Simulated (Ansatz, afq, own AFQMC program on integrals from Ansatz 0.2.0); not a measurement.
# CH3Al, singlet: AFQMC among the cluster methods

```xyz
5

Al   -0.5986    0.0052    0.0040
C     0.9923   -0.0086   -0.0067
H     1.3912   -1.0316   -0.0044
H     1.4104    0.5019    0.8709
H     1.3984    0.4932   -0.8949
```

Connectivity, by distances: Al–CH3.

Basis cc-pVDZ. Only valence electrons are correlated. Integrals, coupled cluster, full CI and functionals: Ansatz 0.2.0; the random walks run on the same integrals in our own AFQMC program. ph-AFQMC/CISD is guided by a CISD state made of CCSD amplitudes; releasing the constraint for a short imaginary time cuts its bias at the price of noise, slowly where states lie close. Free projection: walkers drawn from exp(T), propagated without any constraint. Its projection time is finite, and what remains of the start isn't in its error. Error bars are statistical, one sigma.

Determinant: UHF, the one that the program's search chose, which needn't be the lowest solution. The geometry is a point of a scan.

No full CI on the walks' own integrals is used here; CCSDT(Q) serves as the reference and is uncertain by about the last step of the cluster series.

Cautions: an unrestricted solution with more broken spin lies lower (8 meV, ⟨S²⟩ 0.12), while this determinant keeps restricted orbitals.

The T1 diagnostic is 0.0106. The weight of the determinant in the CISD state is 0.872 and the ⟨S²⟩ of the determinant is 0.000. The size of the correlated space is 10 electrons in 41 orbitals.

```
  level  correlation energy (eV)
    MP2                  -5.4191
   CCSD                  -6.2812
CCSD(T)                  -6.4467
```

Task: Estimate where phaseless AFQMC with a CISD trial lies against CCSD(T) on the same integrals.

Result: 0.3 ± 1.2 kJ/mol below CCSD(T). The gap is under twice the noise, so this walk alone can't tell the two apart.

Reference: CCSDT(Q), correlation energy -6.473 eV. The released energy is read at 2.40 1/Eh (meV from the phaseless value at times in 1/Eh: -10 ± 11 at 0.24, -27 ± 11 at 0.51, -21 ± 11 at 0.99, -22 ± 14 at 1.62, -38 ± 18 at 2.40).

```json
{"level": "CCSD(T)", "E − E(reference) (kJ/mol)": "2.6", "share of correlation (%)": "99.59"}
{"level": "CCSDT", "E − E(reference) (kJ/mol)": "0.9", "share of correlation (%)": "99.85"}
{"level": "ph-AFQMC/HF", "E − E(reference) (kJ/mol)": "-4.9 ± 6.1", "share of correlation (%)": "100.78"}
{"level": "ph-AFQMC/CISD", "E − E(reference) (kJ/mol)": "2.2 ± 1.2", "share of correlation (%)": "99.64"}
{"level": "released AFQMC", "E − E(reference) (kJ/mol)": "-1.4 ± 1.7", "share of correlation (%)": "100.22"}
{"level": "free AFQMC", "E − E(reference) (kJ/mol)": "-0.1 ± 1.2", "share of correlation (%)": "100.02"}
```

Free projections are given only where their last times agree within the noise and don't stop above the reference; a slow remainder of the start can still hide under it. A walk keeps the symmetry of its determinant, which the program's search chose and which needn't be the lowest solution, so a lower state of the same spin and another symmetry isn't excluded. Released energies are given only where the last usable release times agree within the noise; a slower fall can still hide under it.
